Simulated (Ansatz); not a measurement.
HSi, SMILES `[SiH]` radical at its PBE0-D4/def2-TZVP geometry, where that method's forces vanish. The species carries charge 0 and has multiplicity 2.

| atom | x (Å) | y (Å) | z (Å) |
| --- | --- | --- | --- |
| Si1 | 0.377 | 0.242 | -0.621 |
| H2 | -0.377 | -0.242 | 0.621 |

(1) For each bond, give half the difference of the two atoms' forces along it (eV/Å; positive pushes the atoms apart) under PBE-D4, r2SCAN-D4, B3LYP-D4, ωB97M-V in def2-TZVPP. (Estimate.)

## Answers

(1) Ansatz gave: 
```tsv
bond	length (Å)	PBE-D4	r2SCAN-D4	B3LYP-D4	ωB97M-V
Si1–H2	1.532	0.19	-0.03	-0.04	-0.15
```

B3LYP here is the variant with VWN-RPA as its local correlation; programs differ in this.
